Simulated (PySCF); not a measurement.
# UCISD/STO-3G run of SiH2Cl (chlorosilyl radical)

Aim: the energy change on altering one bond length of SiH2Cl (chlorosilyl radical) at UCISD/STO-3G, from 2 runs. Input form: a Python script.

The calculation is run with PySCF 2.14.0.

9 further runs of the same task are left out: 9 set aside as unsound or not needed.

### 1 The molecule

SiH2Cl has 4 atoms, charge 0, and is taken as a doublet. As SMILES, `[SiH2]Cl`. The shape is that of a GFN2-xTB optimisation.

Bond lengths: Si1–Cl2 2.022 Å, Si1–H3 1.451 Å, Si1–H4 1.451 Å. Angles: Cl2–Si1–H3 110.3°, Cl2–Si1–H4 110.2°, H3–Si1–H4 114.9°.

### 2 A single-point energy at UCISD/STO-3G

input.xyz reads:

```xyz
4
ClH2Si
Si    -0.283580     0.237700     0.131590
Cl     1.597690    -0.059610     0.811090
H     -1.065000    -0.978280     0.263310
H     -0.249110     0.800200    -1.205980
```

run.py reads:

```python
from pyscf import gto, scf, ci

molecule = gto.Mole()
molecule.atom = 'input.xyz'
molecule.max_memory = 1860
molecule.verbose = 3
molecule.charge = 0
molecule.spin = 1
molecule.basis = 'sto-3g'
molecule.build()

mf = scf.UHF(molecule)
mf.conv_tol = 1e-10
mf.kernel()
if not mf.converged:
    mf = mf.newton().run(mf.mo_coeff, mf.mo_occ)

cisd = ci.CISD(mf, frozen=10)
cisd.kernel()
etot = cisd.e_tot
print('E = %.10f Eh' % etot)
```

Run with:

```sh
$ OMP_NUM_THREADS=1 python run.py
```

Log:

```text
converged SCF energy = -741.340514622796  <S^2> = 0.75151575  2S+1 = 2.0015152
E(UCISD) = -741.3878126465642  E_corr = -0.04729802376799193
E = -741.3878126466 Eh
```

Run time: 0.58 s. Hardware: 1 thread of Arm Neoverse V2, shared host; peak memory 0.1 GiB.

### 3 The distorted shape at the same level

input.py reads:

```python
from pyscf import gto, scf, ci

mol = gto.Mole()
mol.atom = '''
Si    -0.240539     0.908784     0.198884
Cl     3.314546     0.346950     1.482953
H     -2.012558    -1.848681     0.497584
H     -0.175401     1.971755    -2.328757
'''
mol.basis = 'sto-3g'
mol.spin = 1
mol.max_memory = 1860
mol.charge = 0
mol.unit = 'bohr'
mol.verbose = 3
mol.build()

myscf = scf.UHF(mol)
myscf.conv_tol = 1e-10
myscf.kernel()
if not myscf.converged:
    myscf = myscf.newton().run(myscf.mo_coeff, myscf.mo_occ)

cisd = ci.CISD(myscf, frozen=10)
cisd.kernel()
energy = cisd.e_tot
print('Final energy', energy)
```

Run with:

```sh
$ OMP_NUM_THREADS=1 python input.py
```

Log:

```text
converged SCF energy = -741.304050878416  <S^2> = 0.75135154  2S+1 = 2.0013511
E(UCISD) = -741.3615769026846  E_corr = -0.05752602426899985
Final energy -741.3615769026846
```

Run time: 0.56 s. Hardware: 1 thread of Arm Neoverse V2, shared host; peak memory 0.1 GiB.

### 4 Results

At UCISD/STO-3G, 10 core orbitals frozen:

```
                                                                   quantity          value
                                                  first shape: total energy  -741.38781 Eh
                          first shape: dipole moment (Hartree–Fock density)         2.95 D
    first shape: HOMO energy (Hartree–Fock orbitals) (highest over α and β)       -7.13 eV
     first shape: LUMO energy (Hartree–Fock orbitals) (lowest over α and β)        5.44 eV
                  first shape: correlation energy (10 core orbitals frozen)      -47.3 mEh
                             first shape: ⟨S²⟩ of the reference determinant          0.752
                                              distorted shape: total energy  -741.36158 Eh
                      distorted shape: dipole moment (Hartree–Fock density)         2.83 D
distorted shape: HOMO energy (Hartree–Fock orbitals) (highest over α and β)       -7.05 eV
 distorted shape: LUMO energy (Hartree–Fock orbitals) (lowest over α and β)        5.16 eV
              distorted shape: correlation energy (10 core orbitals frozen)      -57.5 mEh
                         distorted shape: ⟨S²⟩ of the reference determinant          0.751
         energy change with the Si1–H3 bond stretched from 1.451 to 1.742 Å       0.714 eV
```

With the Si1–H3 bond stretched from 1.451 to 1.742 Å the energy rises by 0.71 eV (68.9 kJ/mol). The first shape isn't relaxed at this level, so the change isn't measured from a minimum. The minimal basis adds a large error of its own. Mulliken charges (first shape) of the mean-field density run from -0.40 on Cl2 to +0.66 on Si1; they depend strongly on the basis.
